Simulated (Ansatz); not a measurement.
Species: water, H2O (charge 0, singlet). SMILES: O
Coordinates optimised at B3LYP-D3(BJ)/def2-TZVP (Ansatz, a first-principles code):
```
O
H 1 0.9627
H 1 0.9627 2 105.24
```
Charge 0, spin multiplicity 1.

Atomisation energy built up term by term with Ansatz (kcal/mol; UHF references for open shells; valence terms freeze the core; atomic spin-orbit terms are left out). CBS marks a two-point X^-3 extrapolation of the correlation energy; Hartree-Fock from the larger set (for Q and 5 zeta extrapolated as (X+1)exp(-9√X)).

| term | basis | kcal/mol |
|---|---|---|
| Hartree-Fock | CBS(cc-pVQZ,cc-pV5Z) | 155.63 |
| CCSD correlation | CBS(cc-pVQZ,cc-pV5Z) | 73.54 |
| (T) | CBS(cc-pVQZ,cc-pV5Z) | 3.66 |
| CCSDT - CCSD(T) | cc-pVDZ | 0.03 |
| (Q) | cc-pVDZ | 0.26 |
| core correlation | cc-pwCVTZ | 0.43 |
| scalar relativity (X2C) | cc-pVTZ-DK against cc-pVTZ | -0.27 |
| sum: De |  | 233.3 |

(T) makes 1.6 % of the CCSD(T) atomisation energy; under 5 % is typical of single-reference molecules.
